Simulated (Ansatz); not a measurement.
C2H2FNO can be A, `N=C=C(O)F`, or B, `NC(F)=C=O`.

Isolated molecules relaxed with PBE0-D4/def2-TZVP in Ansatz; ΔE leaves out vibrations. CCSD(T)/CBS adds triple-zeta CCSD(T) − MP2 to the extrapolated MP2 energy (def2 sets, frozen cores). DFT in def2-TZVPP. B3LYP here is the variant with VWN-RPA as its local correlation; programs differ in this. Each species was taken in one conformer, which may not be the lowest.

A:

```xyz
7

N    -1.555   -0.656    0.936
C    -0.511   -0.357    0.369
C     0.519   -0.020   -0.364
O     0.939    1.242   -0.545
F     1.314   -0.966   -0.893
H    -1.464   -0.763    1.949
H     0.758    1.519   -1.452
```

B:

```xyz
7

N    -0.7942    0.6486   -0.2269
C     0.3890   -0.0194   -0.0674
F     1.5535    0.4641   -0.5934
C     0.4411   -1.1541    0.6012
O     0.4586   -2.1510    1.1944
H    -0.8797    1.5312    0.2566
H    -1.1683    0.6807   -1.1644
```

**Question.** Which isomer does CCSD(T)/CBS put lower? Give the gap. (Best estimate.)

**Answer.** Ansatz gave: B, by 46.3 kJ/mol.

**Question.** Give E(B) − E(A) in kJ/mol with B3LYP-D4, CCSD(T)/def2-TZVPP, r2SCAN-D4, CCSD(T)/def2-SVP, B2PLYP, CCSD/def2-TZVPP, PBE-D4. (An estimate is asked.)

**Answer.** The calculation gave: B3LYP-D4 -51.3, CCSD(T)/def2-TZVPP -45.6, r2SCAN-D4 -52.0, CCSD(T)/def2-SVP -53.1, B2PLYP -52.7, CCSD/def2-TZVPP -45.6, PBE-D4 -53.0. None reverses the order clearly.

**Question.** Does the order hold for the free energy at 298.15 K (harmonic terms from PBE0-D4)? (An estimate is asked.)

**Answer.** Computed: Yes: G(B) − G(A) = -44.1 kJ/mol, for one conformer each.

Largest T1 diagnostic: 0.016.

At CCSD(T), def2-SVP lies −6.8 kJ/mol from the extrapolated value and def2-TZVPP +0.7 kJ/mol. Leaving LDA and LC-ωPBE aside and taking each functional with its dispersion term where it has one, the values, not all of them listed here, spread over 3.4 kJ/mol, from revPBE-D4 to B97M-V.
